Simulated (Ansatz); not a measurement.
`[AlH2][O]P` → Al• + 4 H• + O• + P•  (atomization)

Isolated molecules relaxed with PBE0-D4/def2-TZVP in Ansatz; ΔE leaves out vibrations. CBS: MP2 limit from def2 TZ/QZ plus the TZ coupled-cluster correction, frozen cores. This one scheme is used for every species, atoms too. Functionals use def2-TZVPP. B3LYP here is the variant with VWN-RPA as its local correlation; programs differ in this. HSE06 is defined as in plane-wave codes. Open shells (•) are unrestricted, without spin–orbit coupling. Spin–orbit coupling would lower the free atoms: a little for Al, O. Each species was taken in one conformer, which may not be the lowest.

```csv
level,ΔE (kcal/mol),difference from CCSD(T)/CBS
BLYP-D4,492.2,-0.8
B97M-V,500.9,7.9
B3LYP-D4,493.1,0.1
HSE06-D4,481.1,-11.9
CAM-B3LYP-D4,496.3,3.3
ωB97M-V,496.2,3.2
PBE,486.3,-6.7
B3LYP,488.5,-4.5
r2SCANh,485.8,-7.2
CAM-B3LYP,493.8,0.8
HF/def2-SVP,339.3,-153.7
CCSD/def2-SVP,444.0,-49.0
CCSD(T)/def2-SVP,448.1,-44.9
MP2/def2-TZVPP,478.6,-14.4
CCSD/def2-TZVPP,470.2,-22.8
SCS-MP2/def2-QZVPP,495.4,2.4
CCSD(T)/CBS,493.0,0
```

Largest T1 diagnostic among the species: 0.018.

Leaving LDA and LC-ωPBE aside and taking each functional with its dispersion term where it has one, the values, not all of them listed here, spread over 22.1 kcal/mol, from revPBE-D4 to B97M-V. LDA lies +68.7 kcal/mol from PBE without D4, its usual overbinding. From BLYP to BHLYP (50 % exact exchange), in def2-TZVPP and without D4, ΔE moves by −9.6 kcal/mol: exact exchange takes away binding that semilocal exchange gives to molecules. At CCSD(T), def2-SVP lies −44.9 kcal/mol from the extrapolated value and def2-TZVPP −16.7 kcal/mol: correlation converges slowly with the basis, and small sets miss more of it in the bonded molecule than in its fragments.

For atomizations the MP2-based limit and the directly extrapolated one differ by several kJ/mol either way, and by 10 to 25 for some Ge, Se and Sn compounds, so smaller differences from it don't rank the levels.
